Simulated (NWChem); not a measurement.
All runs are NWChem calculations. System: CH2, charge 0, spin multiplicity 1, at a geometry optimised with B3LYP/def2-SVP. The structure started from a generated list of species. Level: RHF/cc-pVTZ.

Input file:

```
start mol
memory heap 200 mb stack 900 mb global 1100 mb
geometry units angstroms nocenter noautoz
  C      0.000000     0.000000     0.179936
  H      0.862169     0.000000    -0.539807
  H     -0.862169     0.000000    -0.539807
  symmetry group C2v
end
basis spherical
  * library cc-pvtz
end
scf
  rhf
  nopen 0
  maxiter 100
  thresh 1e-7
  semidirect memsize 60000000 filesize 0
end
task scf energy
```

Part of the output:

```
             Northwest Computational Chemistry Package (NWChem) 7.3.0
             --------------------------------------------------------

                                NWChem Input Module
                                -------------------

 Scaling coordinates for geometry "geometry" by  1.889725989
 (inverse scale =  0.529177249)

 Turning off AUTOSYM since
 SYMMETRY directive was detected!

                             Geometry "geometry" -> ""
                             -------------------------

 Output coordinates in angstroms (scale by  1.889725989 to convert to a.u.)

  No.       Tag          Charge          X              Y              Z
 ---- ---------------- ---------- -------------- -------------- --------------
    1 C                    6.0000     0.00000000     0.00000000     0.17993600
    2 H                    1.0000     0.86216900     0.00000000    -0.53980700
    3 H                    1.0000    -0.86216900     0.00000000    -0.53980700

 Effective nuclear repulsion energy (a.u.)       5.9609673148

            Nuclear Dipole moment (a.u.)
            ----------------------------
        X                 Y               Z
 ---------------- ---------------- ----------------
     0.0000000000     0.0000000000     0.0000037795

      Symmetry information
      --------------------

 Group name             C2v
 Group number             16
 Group order               4
 No. of unique centers     2

      Symmetry unique atoms

     1    2


 Summary of "ao basis" -> "" (spherical)
 ------------------------------------------------------------------------------
       Tag                 Description            Shells   Functions and Types
 ---------------- ------------------------------  ------  ---------------------
 *                          cc-pvtz                   on all atoms

 Summary of "ao basis" -> "ao basis" (spherical)
 ------------------------------------------------------------------------------
       Tag                 Description            Shells   Functions and Types
 ---------------- ------------------------------  ------  ---------------------
 C                          cc-pvtz                 10       30   4s3p2d1f
 H                          cc-pvtz                  6       14   3s2p1d

                                 NWChem SCF Module
                                 -----------------

  ao basis        = "ao basis"
  functions       =    58
  atoms           =     3
  closed shells   =     4
  open shells     =     0
  charge          =   0.00
  wavefunction    = RHF
  use symmetry    = T
  symmetry adapt  = T

 Summary of "ao basis" -> "ao basis" (spherical)
 ------------------------------------------------------------------------------
       Tag                 Description            Shells   Functions and Types
 ---------------- ------------------------------  ------  ---------------------
 C                          cc-pvtz                 10       30   4s3p2d1f
 H                          cc-pvtz                  6       14   3s2p1d

      Symmetry analysis of basis
      --------------------------

        a1         23
        a2          7
        b1         17
        b2         11

 Forming initial guess at       0.1s

      Superposition of Atomic Density Guess
      -------------------------------------

 Sum of atomic energies:         -38.67011515

      Non-variational initial energy
      ------------------------------

 Total energy =     -38.702332
 1-e energy   =     -62.900895
[...]
     1 a1          2 a1          3 b1          4 a1          5 b2
     6 a1          7 b1          8 b1          9 a1         10 b2
    11 a1         12 b1         13 a1         14 a1

 Starting SCF solution at       0.2s

 ----------------------------------------------
         Quadratically convergent ROHF

 Convergence threshold     :          1.000E-07
 Maximum no. of iterations :          100
 Final Fock-matrix accuracy:          1.000E-09
 ----------------------------------------------

              iter       energy          gnorm     gmax       time
             ----- ------------------- --------- --------- --------
                 1      -38.8780169591  3.73D-01  1.50D-01      0.2
                 2      -38.8904496085  1.03D-01  4.71D-02      0.3
                 3      -38.8915361609  5.13D-03  2.74D-03      0.3
                 4      -38.8915418521  1.08D-05  5.67D-06      0.3
                 5      -38.8915418522  2.30D-09  1.22D-09      0.4

       Final RHF  results
       ------------------

         Total SCF energy =    -38.891541852157
      One-electron energy =    -63.433194492517
      Two-electron energy =     18.580685325553
 Nuclear repulsion energy =      5.960967314807

        Time for solution =      0.2s

       Symmetry analysis of molecular orbitals - final
       -----------------------------------------------

  Numbering of irreducible representations:

     1 a1          2 a2          3 b1          4 b2

  Orbital symmetries:

     1 a1          2 a1          3 b1          4 a1          5 b2
     6 a1          7 b1          8 b1          9 a1         10 b2
    11 a1         12 a1         13 b1         14 a1

             Final eigenvalues
             -----------------

              1
    1  -11.2947
    2   -0.8877
    3   -0.5558
    4   -0.3977
    5    0.0487
    6    0.1491
    7    0.2165
    8    0.3722
    9    0.4428
   10    0.4991
   11    0.5544
   12    0.6143
   13    0.6237
   14    0.7269

                       ROHF Final Molecular Orbital Analysis
                       -------------------------------------

 Vector    2  Occ=2.000000D+00  E=-8.876503D-01  Symmetry=a1
              MO Center=  1.0D-16,  6.6D-18, -1.9D-01, r^2= 8.7D-01
   Bfn.  Coefficient  Atom+Function         Bfn.  Coefficient  Atom+Function
  ----- ------------  ---------------      ----- ------------  ---------------
     2      0.453015  1 C  s                  4      0.212518  1 C  s

 Vector    3  Occ=2.000000D+00  E=-5.557706D-01  Symmetry=b1
              MO Center=  5.4D-16, -1.3D-18, -1.9D-01, r^2= 1.2D+00
   Bfn.  Coefficient  Atom+Function         Bfn.  Coefficient  Atom+Function
  ----- ------------  ---------------      ----- ------------  ---------------
     8      0.296430  1 C  px                 5      0.240373  1 C  px
    32      0.237889  2 H  s                 46     -0.237889  3 H  s

 Vector    4  Occ=2.000000D+00  E=-3.977443D-01  Symmetry=a1
              MO Center= -6.7D-16, -6.3D-17,  4.0D-01, r^2= 1.2D+00
   Bfn.  Coefficient  Atom+Function         Bfn.  Coefficient  Atom+Function
  ----- ------------  ---------------      ----- ------------  ---------------
    10      0.350770  1 C  pz                 4      0.334874  1 C  s
    13      0.291721  1 C  pz                 7      0.271468  1 C  pz
     2      0.258756  1 C  s

 Vector    5  Occ=0.000000D+00  E= 4.874738D-02  Symmetry=b2
              MO Center=  3.4D-16, -3.4D-17,  1.3D-01, r^2= 1.8D+00
   Bfn.  Coefficient  Atom+Function         Bfn.  Coefficient  Atom+Function
  ----- ------------  ---------------      ----- ------------  ---------------
    12      0.662721  1 C  py                 9      0.277858  1 C  py
     6      0.240502  1 C  py

 Vector    6  Occ=0.000000D+00  E= 1.490799D-01  Symmetry=a1
              MO Center=  8.9D-16,  4.2D-18, -8.1D-01, r^2= 4.9D+00
   Bfn.  Coefficient  Atom+Function         Bfn.  Coefficient  Atom+Function
  ----- ------------  ---------------      ----- ------------  ---------------
     4      2.689848  1 C  s                 33     -1.740820  2 H  s
    47     -1.740820  3 H  s                 13     -1.021803  1 C  pz
    10     -0.321769  1 C  pz                32     -0.253604  2 H  s
    46     -0.253604  3 H  s                  2      0.211344  1 C  s
    37      0.176337  2 H  px                51     -0.176337  3 H  px

 Vector    7  Occ=0.000000D+00  E= 2.164691D-01  Symmetry=b1
              MO Center=  1.3D-15,  3.6D-19, -9.2D-01, r^2= 4.7D+00
   Bfn.  Coefficient  Atom+Function         Bfn.  Coefficient  Atom+Function
  ----- ------------  ---------------      ----- ------------  ---------------
    33      2.249551  2 H  s                 47     -2.249551  3 H  s
    11     -1.447137  1 C  px                 8     -0.363297  1 C  px
    22     -0.163956  1 C  d  1               5     -0.155730  1 C  px

 center of mass
 --------------
 x =   0.00000000 y =   0.00000000 z =   0.14442554

 moments of inertia (a.u.)
 ------------------
           3.192535213926           0.000000000000           0.000000000000
           0.000000000000           8.543075042059           0.000000000000
           0.000000000000           0.000000000000           5.350539828133

  Mulliken analysis of the total density
  --------------------------------------

    Atom       Charge   Shell Charges
 -----------   ------   -------------------------------------------------------
    1 C    6     6.21   1.96  0.97  0.20  0.57  0.64  1.19  0.65  0.01  0.03  0.00
    2 H    1     0.89   0.26  0.50  0.11  0.01  0.02  0.00
    3 H    1     0.89   0.26  0.50  0.11  0.01  0.02  0.00

       Multipole analysis of the density wrt the origin
       ------------------------------------------------

     L   x y z        total         open         nuclear
     -   - - -        -----         ----         -------
     0   0 0 0     -0.000000      0.000000      8.000000

     1   1 0 0     -0.000000      0.000000      0.000000
     1   0 1 0      0.000000      0.000000      0.000000
     1   0 0 1     -0.751245      0.000000      0.000004

     2   2 0 0     -5.373453      0.000000      5.308997
     2   1 1 0      0.000000      0.000000      0.000000
     2   1 0 1      0.000000      0.000000      0.000000
     2   0 2 0     -4.715047      0.000000      0.000000
     2   0 1 1      0.000000      0.000000      0.000000
     2   0 0 2     -7.062966      0.000000      2.774878

 Task  times  cpu:        0.4s     wall:        0.4s

 Total times  cpu:        0.4s     wall:        0.4s
```
